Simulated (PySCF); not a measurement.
# C3H3NO (Oxazole): the cost of one run

Programs: PySCF 2.14.0, with density-fitted response routines of our own. Each step states its level of theory. These are calculated values for one molecule in the gas phase, unless marked as measured. Atoms count from 0, in the outputs and in this text.

### Step 1. The molecule as given

8 atoms, charge 0, multiplicity 1; geometry from: GFN2-xTB. The atoms were then displaced at random by about 0.01 Å, so the start is not that level's minimum.

Bonds of the start (Å): C0–C1 1.38, C1–O2 1.34, O2–C3 1.36, C3–N4 1.32, N4–C0 1.34, C0–H5 1.07, C1–H6 1.06, C3–H7 1.05.

### Step 2. Geometry optimisation at PBE0-D3(BJ)/def2-SVP

The job: settings as JSON, then the geometry in Å.

```
{"job": {"xc": "PBE0", "basis": "def2-SVP", "d3": "d3bj", "grid": 1, "shake": 0.01, "kind": "geom"}, "charge": 0, "multiplicity": 1}
C     -0.812770    -0.556780     0.248830
C     -0.670560     0.739980    -0.194710
O      0.636680     0.946550    -0.382150
C      1.261070    -0.209660    -0.041370
N      0.390970    -1.129660     0.325270
H     -1.732240    -1.055050     0.494160
H     -1.326370     1.549250    -0.401250
H      2.308350    -0.303770    -0.101240
```

Started as:

```bash
$ OMP_NUM_THREADS=1 python probes_run.py task.json out
```

One launch serves the whole session: the jobs run in the order shown.

**Question.** How long does this first job take on 1 thread of Intel Xeon Platinum 8375C at 2.90GHz, shared host, and how much memory does it need?

About 20 s, with a peak of 0.36 GiB.
